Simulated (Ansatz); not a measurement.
Input for Ansatz (development build ahead of 0.2.0):

```yaml
crystal:
  periodic: [false, false, false]
  atoms:
    - { symbol: B, position_ang: [0.0, 0.0, -0.6262] }
    - { symbol: H, position_ang: [0.0, 0.0, 3.1309] }
basis:
  gaussian: { orbitals: pcseg-2 }
magnetization:
  spin_polarized: true
hamiltonian:
  xc: { name: wB97X }
```

The input is written out in the form of the current development build from the run's settings.

The run gave:

| Property | Result |
| --- | --- |
| Converged | yes |
| Total energy | -25.15137 hartree |
| Spin squared of the determinant | 1.004 |
| Stability test | minimum |

Caution: charge can spread falsely over distant fragments; the unrestricted determinant is a mixture of spin states.
